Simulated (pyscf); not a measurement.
F–CH₂–F (SMILES FCF) + F–C:–F (SMILES F[C]F) [singlet] → F–CH(F)–CH(F)–F (SMILES FC(F)C(F)F) (insertion; singlet surface; C–H broken, C–C, C–H formed). Structures and frequencies: ωB97X-D3(BJ)/def2-SVP in PySCF. Energies in kcal/mol from the separated reactants.

```json
[
 {"level": "ωB97X-D3(BJ)/def2-TZVP", "barrier": "39.8", "reaction energy": "-59.7"},
 {"level": "r²SCAN/def2-TZVP", "barrier": "[?]", "reaction energy": "[?]"},
 {"level": "B3LYP-D3(BJ)/def2-TZVP", "barrier": "33.7", "reaction energy": "-58.4"},
 {"level": "M06-2X/def2-TZVP", "barrier": "38.0", "reaction energy": "-61.4"},
 {"level": "ωB97M-D3(BJ)/def2-TZVP", "barrier": "[?]", "reaction energy": "-57.2"},
 {"level": "HF/def2-TZVP", "barrier": "65.0", "reaction energy": "-52.7"}
]
```

Q: Complete the blanks.

A: 
- r²SCAN/def2-TZVP, barrier: 26.6
- r²SCAN/def2-TZVP, reaction energy: -62.6
- ωB97M-D3(BJ)/def2-TZVP, barrier: 39.7

The functionals in the table span 13.2 kcal/mol in this barrier, from r²SCAN to ωB97X-D3(BJ). F–CH(F)–CH(F)–F lies 6.2 kcal/mol over its isomer F–CH₂–C(F)(F)–F, and others may lie lower still (electronic energy, ωB97M-D3(BJ)). This is the saddle that the search found; another between the same sides may lie lower.
